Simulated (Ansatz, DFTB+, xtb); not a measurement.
CPO− (SMILES [O-]C#P): methods side by side

The species is CPO− (3 atoms), meant as a singlet with charge -1. SMILES: `[O-]C#P`. Geometry: relaxed at GFN2-xTB.

| atom | x (Å) | y (Å) | z (Å) |
| --- | --- | --- | --- |
| O | 0.7772 | 0.9277 | 0.5293 |
| C | 0.0765 | 0.0906 | 0.0522 |
| P | -0.8538 | -1.0183 | -0.5815 |

Quantity: the vertical energy of the triplet above the singlet, in eV. The values are calculated.

```csv
level,kind,program,value (eV),CPU time (all runs)
DFTB2-D4,semi-empirical,DFTB+,3.15,under 2 s
GFN0-xTB,semi-empirical,xtb,3.38,under 2 s
GFN1-xTB,semi-empirical,xtb,4.14,under 2 s
GFN2-xTB,semi-empirical,xtb,3.89,under 2 s
HF/STO-3G,Hartree–Fock,Ansatz,2.93,1.1 s
SVWN5/STO-3G,LDA,Ansatz,4.94,38 s
BLYP/STO-3G,GGA,Ansatz,4.71,72 s
r2SCAN/STO-3G,meta-GGA,Ansatz,4.65,76 s
B3LYP/STO-3G,global hybrid,Ansatz,4.42,12 s
BHLYP/STO-3G,global hybrid,Ansatz,3.93,41 s
```

Sets without diffuse functions describe the anion poorly. The values span 2.93 to 4.94 eV. The xTB rows lack spin polarisation, so open shells miss the exchange term that lowers them. All rows use very small basis sets, so even the best lies far from the true value. Times are those of the runs behind each value, whatever else they computed, on shared processors of several kinds: orders of magnitude only.
